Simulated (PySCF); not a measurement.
# Relaxation of singlet Cl₆

All numbers come from PBE0/[Cl def2-SVP], no relativity, density fitting, PySCF. A (50,194) grid was used.

A hand-made square pyramidal start, of C4v symmetry, held to at least that symmetry:

```xyz
6
charge 0 multiplicity 1, angstrom
Cl    0.0000    0.0000   -0.0555
Cl    0.0000    0.0000    1.9245
Cl    1.9367    0.0000   -0.4672
Cl    0.0000    1.9367   -0.4672
Cl   -1.9367    0.0000   -0.4672
Cl    0.0000   -1.9367   -0.4672
```

(1) What forces act on the atoms at the start (eV/Å)?

(2) What does it relax to?

(3) How much energy is released, and in how many steps?

## Answers

(1) 
| atom | Fx | Fy | Fz |
| --- | --- | --- | --- |
| Cl1 | 0.00 | 0.00 | -1.16 |
| Cl2 | 0.00 | 0.00 | 4.15 |
| Cl3 | 6.38 | 0.00 | -0.75 |
| Cl4 | 0.00 | 6.38 | -0.75 |
| Cl5 | -6.38 | 0.00 | -0.75 |
| Cl6 | 0.00 | -6.38 | -0.75 |

(2) It ends at C4v with Cl–Cl 2.274 Å, Cl–Cl 2.310 Å (×4); Cl–Cl–Cl 89.0° (×4), Cl–Cl–Cl 97.6° (×4), Cl–Cl–Cl 164.8° (×2) (after a last refinement on a finer grid). A frequency run shows a minimum. Other isomers or separated fragments may lie lower.

(3) 373.2 kJ/mol in 8 steps.

The relaxation took of the order of 70 core-seconds on a shared host.
